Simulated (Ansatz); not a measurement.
Rock-salt TiC, treated with PBE (Ansatz, a program for electronic structure, plane waves, PAW).

Numerical settings: plane-wave cutoff 520 eV, 16×16×16 k mesh, Fermi–Dirac smearing 0.1 eV, perturbation theory, force constants from a 4×4×4 q mesh, no spin polarisation, scalar-relativistic PAW data made under PBE.

Computed at the level's own relaxed cell. Harmonic vibrational thermodynamics at fixed volume:

```csv
T (K),S_vib (J/K per mol of atoms),C_V (J/K per mol of atoms),F_vib (eV/atom)
100,1.40,3.94,0.0815
200,6.75,12.11,0.0774
400,18.12,20.04,0.0512
500,22.78,21.60,0.0300
600,26.81,22.54,0.0042
800,33.45,23.54,-0.0585
900,36.24,23.82,-0.0946
```

The crystal is taken as a harmonic solid at every temperature: melting, phase changes and thermal expansion are not seen, nor the electrons' share in a metal.
